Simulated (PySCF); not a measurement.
# What binds AlO⁻: the parts of the energy along the bond

State: ¹Σ⁺, singlet, closed shell. RHF-based CCSD(T) in PySCF 2.14 with Al aug-cc-pV(D+d)Z, O aug-cc-pVDZ and Al aug-cc-pV(T+d)Z, O aug-cc-pVTZ (frozen core orbitals: 6; no relativity). Correlation energies are extrapolated as n⁻³ (n = 2, 3), Hartree–Fock as (n+1)·exp(−9√n). CV is the change on freezing 1 orbitals instead, in Al cc-pwCVTZ, O cc-pwCVTZ. SR is the spin-free X2C energy in Al cc-pVTZ-DK, O cc-pVTZ-DK less the non-relativistic one in Al cc-pVTZ, O cc-pVTZ. All energies in eV from Al + O⁻.

```
 R (Å)  HF/CBS  CCSD corr.      (T)       CV      SR   total
1.4547  -3.915      -1.365  -0.1895  -0.0574  0.0054  -5.521
1.5208  -4.387      -1.447  -0.2138  -0.0340  0.0083  -6.074
1.5869  -4.562      -1.530  -0.2402  -0.0158  0.0102  -6.338
1.6531  -4.525      -1.614  -0.2689  -0.0016  0.0113  -6.398
1.7192  -4.340      -1.697  -0.2998   0.0093  0.0118  -6.316
1.8018  -3.971      -1.798  -0.3415   0.0192  0.0118  -6.079
1.8845  -3.506      -1.896  -0.3868   0.0261  0.0114  -5.751
```

A fit to the total gives Re = 1.6439 Å, De = 6.400 eV, ωe = 959.7 cm⁻¹, Be = 0.6212 cm⁻¹ (masses 26.9815 and 15.9949 u).

Q: At R = 1.6531 Å the CCSD correlation energy is -0.287400 hartree in the smaller basis and -0.335397 in the larger. Extrapolate it.

A: (3³·E3 − 2³·E2)/(3³ − 2³) = -0.35561 hartree; the larger basis holds 94.3 % of it.

The T1 diagnostic is 0.033, large enough to doubt a single reference. The open-shell atoms are computed with UHF. Spin–orbit coupling, excitations beyond (T) and corrections to the Born–Oppenheimer picture are left out.
